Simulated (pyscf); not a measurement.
## Routes from `[SiH3][NH][SiH3]` + `[NH3]`

Candidate steps break at most two bonds and form at most two. Each was searched with GFN2-xTB (tblite) first. Single points on ωB97X-D3(BJ)/def2-SVP structures (PySCF, gas phase). Energies: ωB97M-D3(BJ)/def2-TZVP, eV, from the separated reactants, singlet surface; ΔG‡ with ideal gas, 1 atm, RRHO with modes under 100 cm⁻¹ raised to 100, one conformer, R ln 2 for chiral ones without a mode under 150 cm⁻¹.

```
products                               type   ΔE‡     ΔE  ΔG‡ 298 K  ΔG‡ 900 K  ν‡ (cm⁻¹)
---------------------  --------------------  ----  -----  ---------  ---------  ---------
H₂N–SiH₂–NH–SiH₃ + H₂  four-centre exchange  1.47  -0.46       1.88       2.87      1403i
H₂N–SiH₃ + H₂N–SiH₃    four-centre exchange  1.47  +0.11       1.90       2.88      1078i
```

Row 1: On the reactant side the descent ends in a complex (not fully relaxed), 0.18 eV under the separated species and 1.65 eV under the saddle at ωB97X-D3(BJ)/def2-TZVP. Row 2: On the reactant side the descent ends in a complex (not fully relaxed), 0.26 eV under the separated species and 1.72 eV under the saddle at ωB97X-D3(BJ)/def2-TZVP. On the product side the descent ends in a complex (not fully relaxed), 0.19 eV under the separated species and 1.49 eV under the saddle at ωB97X-D3(BJ)/def2-TZVP. 

Plain bond fissions and candidates not yet searched are not listed, and one of them may be faster. Each barrier is that of the saddle found; lower ones may exist.
